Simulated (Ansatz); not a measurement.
# C2H3FO: one species, many methods, part 2 of 2

Ansatz 0.2.0, Gaussian basis; functionals in def2-TZVPP, the program's frozen cores in correlated methods. The steps go on from the part before.

## (15) LC-ωPBE (range-separated)

in.yaml reads:

```yaml
crystal:
  periodic: [false, false, false]
  atoms:
    - {symbol: C, position_ang: [0.485238, 0.013758, 0.443693]}
    - {symbol: C, position_ang: [-0.695143, -0.033750, -0.460368]}
    - {symbol: O, position_ang: [-1.837646, -0.144559, -0.190738]}
    - {symbol: F, position_ang: [-0.308011, 0.074940, -1.750585]}
    - {symbol: H, position_ang: [0.167411, -0.106133, 1.475990]}
    - {symbol: H, position_ang: [1.189305, -0.773063, 0.166948]}
    - {symbol: H, position_ang: [0.998836, 0.968807, 0.315052]}
basis:
  gaussian: {orbitals: def2-TZVPP}
hamiltonian: {xc: {name: LC-wPBE}}
output: {orbitals: {seedname: orbitals}}
```

Output, cut to the lines that bear on the results:

```text
Functional definition: LC-wPBE
  name "LC-wPBE"
  cite "Vydrov & Scuseria, J. Chem. Phys. 125, 234109 (2006) doi:10.1063/1.2409292"
  cite "Heyd & Scuseria, J. Chem. Phys. 120, 7274 (2004) doi:10.1063/1.1668634"
  cite "Ernzerhof & Perdew, J. Chem. Phys. 109, 3313 (1998) doi:10.1063/1.476928"
  cite "Perdew, Burke & Ernzerhof, Phys. Rev. Lett. 77, 3865 (1996) doi:10.1103/PhysRevLett.77.3865"
  parent pbe
[...]
844 factors; their error is unknown
248 factors; integrals over basis functions are off by at most 1.7e-5 eV
[...]
mean field -6886.05321636 eV, -253.0577881668 hartree, gradient 2.7e-5 eV, S^2 0.000000; 0 other end points of the search recorded, 0 dependent functions left out
reference -6886.05321637 eV, -253.0577881670 hartree; 16, 16 occupied and 150, 150 virtual orbitals, 844 factors
Total energy: -6886.05321637 eV, -253.0577881670 hartree
```

Run time: 1.1 s. Hardware: 2 threads, shared host.

Atomisation energy: 2969.6 kJ/mol (free atoms -6855.275 eV, run apart). HOMO -11.84 eV, LUMO 2.15 eV.

## (16) ωB97X-V (range-separated)

in.yaml: that of step 15 with these lines changed.

```diff
@@ -12,3 +12,3 @@
   gaussian: {orbitals: def2-TZVPP}
-hamiltonian: {xc: {name: LC-wPBE}}
+hamiltonian: {xc: {name: wB97X-V}}
 output: {orbitals: {seedname: orbitals}}
```

Output, cut to the lines that bear on the results:

```text
Functional definition: wB97X-V
  name "wB97X-V"
  cite "Mardirossian & Head-Gordon, Phys. Chem. Chem. Phys. 16, 9904 (2014) doi:10.1039/C3CP54374A"
  cite "Becke, J. Chem. Phys. 107, 8554 (1997) doi:10.1063/1.475007"
  cite "Vydrov & Van Voorhis, J. Chem. Phys. 133, 244103 (2010) doi:10.1063/1.3521275"
[...]
      + integral(e_c_pw_opposite_spin*poly(b97_u_opposite, cos0, cos1)) + vv10(b, c)
844 factors; their error is unknown
195 factors; integrals over basis functions are off by at most 1.1e-5 eV
[...]
mean field -6887.87578305 eV, -253.1247662573 hartree, gradient 7.1e-5 eV, S^2 0.000000; 0 other end points of the search recorded, 0 dependent functions left out
reference -6887.87578167 eV, -253.1247662064 hartree; 16, 16 occupied and 150, 150 virtual orbitals, 844 factors
Total energy: -6887.87578167 eV, -253.1247662064 hartree
```

Run time: 3.1 s. Hardware: 2 threads, shared host; peak memory 0.37 GiB.

With the free atoms at this level, -6857.194 eV in sum, the atomisation energy is 2960.3 kJ/mol. HOMO -11.50 eV, LUMO 2.09 eV.

## (17) ωB97M-V (range-separated)

in.yaml: that of step 16 with these lines changed.

```diff
@@ -12,3 +12,3 @@
   gaussian: {orbitals: def2-TZVPP}
-hamiltonian: {xc: {name: wB97X-V}}
-output: {orbitals: {seedname: orbitals}}
+hamiltonian: {xc: {name: wB97M-V}}
+output: {forces: true, orbitals: {seedname: orbitals}}
```

Output, cut to the lines that bear on the results:

```text
Functional definition: wB97M-V
  name "wB97M-V"
  cite "Mardirossian & Head-Gordon, J. Chem. Phys. 144, 214110 (2016) doi:10.1063/1.4952647"
  cite "Becke, J. Chem. Phys. 107, 8554 (1997) doi:10.1063/1.475007"
  cite "Vydrov & Van Voorhis, J. Chem. Phys. 133, 244103 (2010) doi:10.1063/1.3521275"
  # Of w^i u^j: cxij and so on, Table III.
[...]
  gx(w, u) = 1 - cx + cx01*u + cx10*w
  gss(w, u) = css00 + css04*u^4 + css10*w + css20*w^2 + css43*w^4*u^3
  gos(w, u) = cos00 + cos10*w + (cos20 + cos21*u)*w^2 + (cos60 + cos61*u)*w^6
[...]
      + integral(e_c_pw_mod_opposite_spin*gos(b97_w_opposite, b97_u_opposite)) + vv10(b, c)
844 factors; their error is unknown
195 factors; integrals over basis functions are off by at most 1.1e-5 eV
[...]
mean field -6887.93613878 eV, -253.1269842893 hartree, gradient 3.1e-5 eV, S^2 0.000000; 0 other end points of the search recorded, 0 dependent functions left out
[...]
reference -6887.93617234 eV, -253.1269855226 hartree; 16, 16 occupied and 150, 150 virtual orbitals, 844 factors
Total energy: -6887.93617234 eV, -253.1269855226 hartree
Atom 0 at     0.485238     0.013758     0.443693 Å, force     0.228838     0.017344     0.144553 eV/Å
Atom 1 at    -0.695143    -0.033750    -0.460368 Å, force    -0.052932    -0.013865     0.094036 eV/Å
Atom 2 at    -1.837646    -0.144559    -0.190738 Å, force    -0.115986    -0.012695     0.017878 eV/Å
Atom 3 at    -0.308011     0.074940    -1.750585 Å, force     0.049550     0.019463    -0.201858 eV/Å
Atom 4 at     0.167411    -0.106133     1.475990 Å, force     0.019065     0.010583    -0.090928 eV/Å
Atom 5 at     1.189305    -0.773063     0.166948 Å, force    -0.074166     0.061430     0.025003 eV/Å
Atom 6 at     0.998836     0.968807     0.315052 Å, force    -0.054369    -0.082260     0.011316 eV/Å
Dipole moment:     0.550827     0.031091     0.279534 e Å
```

Run time: 3.9 s. Hardware: 2 threads, shared host; peak memory 0.38 GiB.

With the free atoms at this level, -6857.203 eV in sum, the atomisation energy is 2965.3 kJ/mol. HOMO -11.44 eV, LUMO 2.00 eV.

## (18) B2PLYP (double hybrid)

in.yaml: that of step 17 with these lines changed.

```diff
@@ -12,3 +12,2 @@
   gaussian: {orbitals: def2-TZVPP}
-hamiltonian: {xc: {name: wB97M-V}}
-output: {forces: true, orbitals: {seedname: orbitals}}
+hamiltonian: {xc: {name: B2PLYP}}
```

Output, cut to the lines that bear on the results:

```text
Functional definition: B2PLYP
  name "B2PLYP"
  cite "Grimme, J. Chem. Phys. 124, 034108 (2006) doi:10.1063/1.2148954"
  cite "Becke, Phys. Rev. A 38, 3098 (1988) doi:10.1103/PhysRevA.38.3098"
  cite "Lee, Yang & Parr, Phys. Rev. B 37, 785 (1988) doi:10.1103/PhysRevB.37.785"
[...]
1031 factors; integrals over basis functions are off by at most 9.7e-4 eV
[...]
mean field -6878.36896872 eV, -252.7753972744 hartree, gradient 2.5e-6 eV, S^2 0.000000; 0 other end points of the search recorded, 0 dependent functions left out
4 core orbitals not correlated: weight in the atoms' cores, before any rotation towards them, 1.000 or more for the frozen orbitals, at most 0.000 for the correlated occupied ones
reference -6878.36909532 eV, -252.7754019272 hartree; 12, 12 occupied and 150, 150 virtual orbitals, 1031 factors
second order -26.39571528 eV of doubles, -0.00000000 eV of singles
Total energy: -6885.49593845 eV, -253.0373085813 hartree
```

Wall time 2.1 s (2 threads, shared host); peak memory 0.3 GiB.

With the free atoms at this level, -6855.103 eV in sum, the atomisation energy is 2932.5 kJ/mol.

## (19) PBE-QIDH (double hybrid)

in.yaml: that of step 18 with these lines changed.

```diff
@@ -12,2 +12,2 @@
   gaussian: {orbitals: def2-TZVPP}
-hamiltonian: {xc: {name: B2PLYP}}
+hamiltonian: {xc: {name: PBE-QIDH}}
```

Output, cut to the lines that bear on the results:

```text
Functional definition: PBE-QIDH
  name "PBE-QIDH"
  cite "Brémond, Sancho-García, Pérez-Jiménez & Adamo, J. Chem. Phys. 141, 031101 (2014) doi:10.1063/1.4890314"
  cite "Perdew, Burke & Ernzerhof, Phys. Rev. Lett. 77, 3865 (1996) doi:10.1103/PhysRevLett.77.3865"
[...]
1031 factors; integrals over basis functions are off by at most 9.7e-4 eV
[...]
mean field -6873.61752996 eV, -252.6007851208 hartree, gradient 2.7e-6 eV, S^2 0.000000; 0 other end points of the search recorded, 0 dependent functions left out
4 core orbitals not correlated: weight in the atoms' cores, before any rotation towards them, 1.000 or more for the frozen orbitals, at most 0.000 for the correlated occupied ones
reference -6873.61753840 eV, -252.6007854308 hartree; 12, 12 occupied and 150, 150 virtual orbitals, 1031 factors
second order -24.54376279 eV of doubles, -0.00000000 eV of singles
Total energy: -6881.79879266 eV, -252.9014409795 hartree
```

Wall time 2.2 s (2 threads, shared host); peak memory 0.3 GiB.

Atomisation energy: 2936.6 kJ/mol (free atoms -6851.363 eV, run apart).

## (20) Frontier levels by functional

Dipoles come from the runs that computed forces. Levels are read from the orbital files that the runs wrote:

```
  functional  HOMO (eV)  LUMO (eV)  gap (eV)  dipole (D)
 LDA (SPW92)      -7.46      -1.82      5.64            
      PBE-D4      -7.26      -1.55      5.71        2.83
   revPBE-D4      -7.18      -1.44      5.73            
     BLYP-D4      -7.18      -1.46      5.72            
   r2SCAN-D4      -7.61      -1.27      6.34        2.94
      B97M-V      -7.75      -1.14      6.61            
     PBE0-D4      -8.99      -0.37      8.62            
    B3LYP-D4      -8.74      -0.69      8.05        2.96
  r2SCANh-D4      -8.27      -0.84      7.43            
  r2SCAN0-D4      -9.26      -0.20      9.06            
    HSE06-D4      -8.58      -0.76      7.82            
    BHLYP-D4     -10.70       0.89     11.59            
CAM-B3LYP-D4     -10.52       0.84     11.36            
     LC-ωPBE     -11.84       2.15     13.99            
     ωB97X-V     -11.50       2.09     13.58            
     ωB97M-V     -11.44       2.00     13.44        2.97
```

## (21) CCSD(T) in def2-SVP

in.yaml: that of step 19 with these lines changed.

```diff
@@ -11,3 +11,3 @@
 basis:
-  gaussian: {orbitals: def2-TZVPP}
-hamiltonian: {xc: {name: PBE-QIDH}}
+  gaussian: {orbitals: def2-SVP}
+correlation: {method: ccsd_t}
```

Output, cut to the lines that bear on the results:

```text
Functional definition: HF
  name "HF"
  cite "Fock, Z. Phys. 61, 126 (1930) doi:10.1007/BF01340294"
  parent pbe
[...]
703 factors; integrals over basis functions are off by at most 1.2e-3 eV
[...]
mean field -6846.44347116 eV, -251.6021568790 hartree, gradient 2.7e-6 eV, S^2 0.000000; 0 other end points of the search recorded, 0 dependent functions left out
4 core orbitals not correlated: weight in the atoms' cores, before any rotation towards them, 1.000 or more for the frozen orbitals, at most 0.000 for the correlated occupied ones
reference -6846.44347116 eV, -251.6021568790 hartree; 12, 12 occupied and 55, 55 virtual orbitals, 703 factors
second order -17.23692180 eV of doubles, -0.00000000 eV of singles
cycle   1  -17.29280462 eV  change   -5.6e-2 eV  update   1.0e-1
[...]
cycle   9  -17.84727657 eV  change   -1.7e-5 eV  update   1.5e-5
perturbative correction -0.49209511 eV, -0.0180841618 hartree
Total energy: -6864.78284283 eV, -252.2761163572 hartree
```

Run time: 1.2 s. Hardware: 2 threads, shared host.

## (22) CCSD(T) in def2-TZVPP

in.yaml: that of step 21 with these lines changed.

```diff
@@ -11,3 +11,4 @@
 basis:
-  gaussian: {orbitals: def2-SVP}
+  gaussian: {orbitals: def2-TZVPP}
 correlation: {method: ccsd_t}
+output: {orbitals: {seedname: orbitals}}
```

Output, cut to the lines that bear on the results:

```text
Functional definition: HF
  name "HF"
  cite "Fock, Z. Phys. 61, 126 (1930) doi:10.1007/BF01340294"
  parent pbe
[...]
1031 factors; integrals over basis functions are off by at most 9.7e-4 eV
[...]
mean field -6854.77317176 eV, -251.9082677302 hartree, gradient 4.1e-6 eV, S^2 0.000000; 0 other end points of the search recorded, 0 dependent functions left out
4 core orbitals not correlated: weight in the atoms' cores, before any rotation towards them, 1.000 or more for the frozen orbitals, at most 0.000 for the correlated occupied ones
reference -6854.77317176 eV, -251.9082677302 hartree; 12, 12 occupied and 150, 150 virtual orbitals, 1031 factors
second order -21.89208490 eV of doubles, -0.00000000 eV of singles
cycle   1  -21.63041841 eV  change    2.6e-1 eV  update   1.1e-1
[...]
cycle   9  -22.27235846 eV  change   -2.2e-5 eV  update   1.8e-5
perturbative correction -0.85650556 eV, -0.0314759989 hartree
Total energy: -6877.90203578 eV, -252.7582378056 hartree
```

Wall time 20 s (2 threads, shared host); peak memory 1.5 GiB.

## (23) MP2 in def2-QZVPP

in.yaml: that of step 22 with these lines changed.

```diff
@@ -11,4 +11,3 @@
 basis:
-  gaussian: {orbitals: def2-TZVPP}
-correlation: {method: ccsd_t}
-output: {orbitals: {seedname: orbitals}}
+  gaussian: {orbitals: "def2-QZVPP.json"}
+correlation: {method: mp2}
```

Output:

```text
Functional definition: HF
  name "HF"
  cite "Fock, Z. Phys. 61, 126 (1930) doi:10.1007/BF01340294"
  parent pbe
  exchange = exact_x
  correlation = 0
1954 factors; integrals over basis functions are off by at most 8.1e-4 eV
mean field evaluation 1: about -6851.6123 eV, gradient 4.2e1 eV
mean field evaluation 2: about -6851.6133 eV, gradient 4.2e1 eV
mean field evaluation 4: about -6855.0105 eV, gradient 4.3e0 eV
mean field evaluation 8: about -6855.0786 eV, gradient 5.5e-1 eV
mean field -6855.08070923 eV, -251.9195695235 hartree, gradient 2.5e-6 eV, S^2 0.000000; 0 other end points of the search recorded, 0 dependent functions left out
4 core orbitals not correlated: weight in the atoms' cores, before any rotation towards them, 1.000 or more for the frozen orbitals, at most 0.000 for the correlated occupied ones
reference -6855.08070923 eV, -251.9195695235 hartree; 12, 12 occupied and 302, 302 virtual orbitals, 1954 factors
second order -23.63092214 eV of doubles, -0.00000000 eV of singles
Total energy: -6878.71163137 eV, -252.7879898947 hartree
```

It took 8.5 s on 2 threads, shared host; peak memory 1.2 GiB.

The pieces so far (eV):

```
     basis          HF  MP2 correlation  CCSD correlation      (T)             total
  def2-SVP  -6846.4435         -17.2369          -17.8473  -0.4921        -6864.7828
def2-TZVPP  -6854.7732         -21.8921          -22.2724  -0.8565        -6877.9020
def2-QZVPP  -6855.0807         -23.6309                             -6878.7116 (MP2)
```

The report of the def2-TZVPP run gives T1 = 0.0142.

## (24) The basis-set limit

This step is arithmetic on the last runs, with X = 3 and 4: exp(−7.88√X) for Hartree-Fock, X^−2.97 for correlation; only MP2 was run in the larger set, so CCSD(T) minus MP2 is added from the smaller one.

```
  level  energy at the limit (eV)
     HF                -6855.1231
    MP2                -6880.0420
   CCSD                -6880.4223
CCSD(T)                -6881.2788
```

## (25) RPA on PBE orbitals

in.yaml: that of step 23 with these lines changed.

```diff
@@ -11,3 +11,4 @@
 basis:
-  gaussian: {orbitals: "def2-QZVPP.json"}
-correlation: {method: mp2}
+  gaussian: {orbitals: def2-TZVPP}
+hamiltonian: {xc: pbe}
+correlation: {method: rpa}
```

Output, cut to the lines that bear on the results:

```text
Functional definition: PBE
  name "PBE"
  cite "Perdew, Burke & Ernzerhof, Phys. Rev. Lett. 77, 3865 (1996) doi:10.1103/PhysRevLett.77.3865"
  parent pbe
[...]
1031 factors; integrals over basis functions are off by at most 9.7e-4 eV
[...]
mean field -6882.71294303 eV, -252.9350353860 hartree, gradient 7.5e-6 eV, S^2 0.000000; 0 other end points of the search recorded, 0 dependent functions left out
4 core orbitals not correlated: weight in the atoms' cores, before any rotation towards them, 1.000 or more for the frozen orbitals, at most 0.000 for the correlated occupied ones
reference -6853.44596673 eV, -251.8594938449 hartree; 12, 12 occupied and 150, 150 virtual orbitals, 1031 factors
Total energy: -6887.41689046 eV, -253.1079022656 hartree
```

Run time: 2.1 s. Hardware: 2 threads, shared host; peak memory 0.28 GiB.

RPA correlation: -33.971 eV. No RPA run of the hydrogen atom was made, so RPA has no atomisation energy below.

## (26) Atomisation energies

Atomisation energy = energies of 2 C, 1 O, 1 F, 3 H (separate runs, same level) minus the molecule's; electronic only, no spin-orbit term.

Differences are taken before rounding.

```
            method             rung  atomisation energy (kJ/mol)  from CCSD(T)/CBS (kJ/mol)    time
       LDA (SPW92)              LDA                       3470.1                     +520.5  0.55 s
            PBE-D4              GGA                       3068.1                     +118.6   1.1 s
         revPBE-D4              GGA                       2974.3                      +24.8  0.85 s
           BLYP-D4              GGA                       2977.9                      +28.4   0.9 s
         r2SCAN-D4         meta-GGA                       2974.3                      +24.8   1.9 s
            B97M-V         meta-GGA                       2959.6                      +10.0   3.1 s
           PBE0-D4           hybrid                       2971.5                      +21.9   1.1 s
          B3LYP-D4           hybrid                       2951.4                       +1.9   1.6 s
        r2SCANh-D4           hybrid                       2942.6                       -7.0   1.9 s
        r2SCAN0-D4           hybrid                       2896.9                      -52.6   1.8 s
          HSE06-D4           hybrid                       2974.6                      +25.0   1.3 s
          BHLYP-D4           hybrid                       2818.3                     -131.3   1.2 s
      CAM-B3LYP-D4  range-separated                       2971.2                      +21.6   1.4 s
           LC-ωPBE  range-separated                       2969.6                      +20.1   1.1 s
           ωB97X-V  range-separated                       2960.3                      +10.8   3.1 s
           ωB97M-V  range-separated                       2965.3                      +15.8   3.9 s
            B2PLYP    double hybrid                       2932.5                      -17.1   2.1 s
          PBE-QIDH    double hybrid                       2936.6                      -12.9   2.2 s
     HF/def2-TZVPP     wavefunction                       2091.1                     -858.5        
    MP2/def2-TZVPP     wavefunction                       2965.0                      +15.4        
   CCSD/def2-TZVPP     wavefunction                       2819.3                     -130.3        
  CCSD(T)/def2-SVP     wavefunction                       2823.2                     -126.4   1.2 s
CCSD(T)/def2-TZVPP     wavefunction                       2874.8                      -74.8    20 s
           MP2/CBS     wavefunction                       3039.7                      +90.2        
       CCSD(T)/CBS     wavefunction                       2949.6                          0    28 s
```

Among the levels timed on like hardware and quicker than the yardstick, those that no quicker one beats, quickest first: LDA (SPW92) (0.55 s, +520.5 kJ/mol); revPBE-D4 (0.85 s, +24.8 kJ/mol); LC-ωPBE (1.1 s, +20.1 kJ/mol); B3LYP-D4 (1.6 s, +1.9 kJ/mol).

LDA (SPW92), LC-ωPBE, B2PLYP, PBE-QIDH carry no dispersion term (for B3LYP, D4 adds 13.2 kJ/mol).

Times are those of the molecule's run; HF, MP2 and CCSD come out of the CCSD(T) runs, and the limit's time is the sum of the runs that it needs.

## (27) Against the measured enthalpy of formation

The vibrations of an earlier PBE0-D4 run give H(298) − E = 142.7 kJ/mol for the molecule; each atom carries 5/2 RT. With the gaseous atoms' enthalpies of formation (C 716.873, O 249.229, F 79.374, H 217.998 kJ/mol, Active Thermochemical Tables 1.112), ΔfH = Σ atoms − (atomisation energy − 99.4 kJ/mol). Measured: -442.1 kJ/mol (298.15 K; CRC Handbook of Chemistry and Physics).

```
            method  ΔfH(298) (kJ/mol)  from the measured (kJ/mol)
       LDA (SPW92)             -954.4                      -512.3
            PBE-D4             -552.4                      -110.3
         revPBE-D4             -458.6                       -16.5
           BLYP-D4             -462.2                       -20.1
         r2SCAN-D4             -458.6                       -16.5
            B97M-V             -443.9                        -1.8
           PBE0-D4             -455.8                       -13.7
          B3LYP-D4             -435.7                        +6.4
        r2SCANh-D4             -426.9                       +15.2
        r2SCAN0-D4             -381.2                       +60.9
          HSE06-D4             -458.9                       -16.8
          BHLYP-D4             -302.6                      +139.5
      CAM-B3LYP-D4             -455.5                       -13.4
           ωB97X-V             -444.6                        -2.5
           ωB97M-V             -449.6                        -7.5
            B2PLYP             -416.8                       +25.3
          PBE-QIDH             -420.9                       +21.2
           LC-ωPBE             -453.9                       -11.8
     HF/def2-TZVPP             +424.6                      +866.7
    MP2/def2-TZVPP             -449.3                        -7.2
   CCSD/def2-TZVPP             -303.6                      +138.5
  CCSD(T)/def2-SVP             -307.5                      +134.6
CCSD(T)/def2-TZVPP             -359.1                       +83.0
           MP2/CBS             -524.1                       -82.0
       CCSD(T)/CBS             -433.9                        +8.2
```

## (28) What came out

The summary covers parts 1 to 2.

| quantity | value |
| --- | --- |
| atomisation energy, CCSD(T)/CBS | 2949.6 kJ/mol |
| functionals within 14.7 kJ/mol (0.5 %) | B97M-V, B3LYP-D4, r2SCANh-D4, ωB97X-V, PBE-QIDH |
| farthest beyond LDA | BHLYP-D4 (-131.3 kJ/mol) |
| mean size of error, GGA | 57.2 kJ/mol |
| mean size of error, meta-GGA | 17.4 kJ/mol |
| mean size of error, hybrid | 40.0 kJ/mol |
| mean size of error, range-separated | 17.1 kJ/mol |
| mean size of error, double hybrid | 15.0 kJ/mol |
| gap, smallest and largest | 5.64 eV (LDA (SPW92)), 13.99 eV (LC-ωPBE) |
| T1 diagnostic | 0.0142 |
| triples share of the correlation energy | 3.7 % |

The LDA atomisation energy is off by 520.5 kJ/mol (18 %): it overbinds. PBE-D4 misses by +118.6 kJ/mol. Double hybrids carry the basis error of their MP2 part in triple zeta, and no dispersion term here, so their miss is partly the set-up's. Taken by rung, double hybrid functionals do best (15.0 kJ/mol on average) and GGA ones worst beyond LDA (57.2 kJ/mol). The gap between the best rungs is small, so their order is not settled. Misses under about 14.7 kJ/mol are within the doubt on the reference itself, which lacks core-valence correlation, relativity and higher excitations. Hartree-Fock recovers 71 % of the binding; the rest is correlation. CCSD(T) in def2-SVP is off by -126.4 kJ/mol, so the small basis spoils what the method gains. Orbital gaps span 5.6 to 14.0 eV; exact exchange widens them. Against the measured enthalpy of formation, CCSD(T)/CBS is off by +8.2 kJ/mol and PBE-D4 by -110.3 kJ/mol. Left out at every level are anharmonicity, which would lower the calculated values a little, and the spin-orbit lowering of the C, O, F atoms, which would raise them a little; core-valence correlation, missing in the reference, would lower it.

B3LYP-D4 reaches 1.9 kJ/mol from the reference in 1.6 s, where CCSD(T)/CBS took 28 s; the quickest level in the cost chart, LDA (SPW92), takes 0.55 s and misses by 520.5 kJ/mol.
